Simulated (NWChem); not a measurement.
Species: carbon tetrachloride (CCl₄); SMILES ClC(Cl)(Cl)Cl

Computed with NWChem. Medium grid unless said otherwise, to which SCAN and Minnesota functionals are sensitive. Geometry: optimised at PBE0/def2-SVP. Hybrids' shares of exact exchange are those that their runs print; pure functionals count as 0. The functionals differ in more than this share.

```
row                                     share of exact exchange  highest occupied level (eV)
--------------------------------------  -----------------------  ---------------------------
LDA (Slater exchange, VWN5)/def2-TZVPD                     0.00                        -7.81
PBE/def2-TZVPD                                             0.00                        -7.68
B3LYP/def2-TZVPD                                           0.20                        -8.84
PBE0/def2-TZVPD                                            0.25                        -9.12
M06-2X/def2-TZVPD                                          0.54                       -10.50
Hartree-Fock/def2-TZVPD                                    1.00                     withheld
```

**Question.** Fit a straight line of the last column on the one before it, predict the withheld value, and compare with the run.

**Answer.** 
1. Means of the 5 shown rows: x = 0.198, y = -8.790. Slope Σ(x − x̄)(y − ȳ)/Σ(x − x̄)² = -1.016/0.1981 = -5.129; intercept -7.774.
2. The shown rows scatter about the line by 0.060 (root mean square); the largest residual is +0.09, at PBE/def2-TZVPD.
3. At x = 1.00 (Hartree-Fock/def2-TZVPD; beyond the shown range) the line gives -12.90.
4. The run gives -12.53, +0.37 from the line, 6.2 times the scatter.
